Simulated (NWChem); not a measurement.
## Atomisation of C$_{2}$H$_{5}$

```xyz
7

C      0.7867    -0.1113    -0.0178
C     -0.6856     0.1015    -0.0019
H      1.4789     0.7055     0.2024
H      1.2075    -1.1146    -0.1254
H     -1.1253    -0.0998     0.9991
H     -0.9585     1.1391    -0.2556
H     -1.2094    -0.5719    -0.7022
```
Charge 0, spin multiplicity 2.

Program: NWChem. All single points use one geometry, from UB3LYP/def2-SVP, a minimum by its harmonic frequencies.

Basis set: def2-TZVP. The atomisation energy is electronic alone: no zero-point, thermal, spin-orbit or counterpoise terms. No value is extrapolated to the basis-set limit. Free atoms are single determinants with multiplicities C 3, H 2. Correlated methods freeze the same cores in atoms and molecule, 2 orbitals in all.

B3LYP has NWChem's definition, with VWN1-RPA local correlation. The structure started from a generated list of species. No SCF solution was tested for a lower state. Open-shell Hartree-Fock references start from PBE0 orbitals.

Problem. For the atomisation energy, BLYP gives 598.8 kcal/mol and TPSS gives 611.2 kcal/mol. What do B3LYP, MP2, PBE0 give?

Solution. B3LYP: 603.9 kcal/mol; MP2: 582.3 kcal/mol; PBE0: 606.2 kcal/mol.
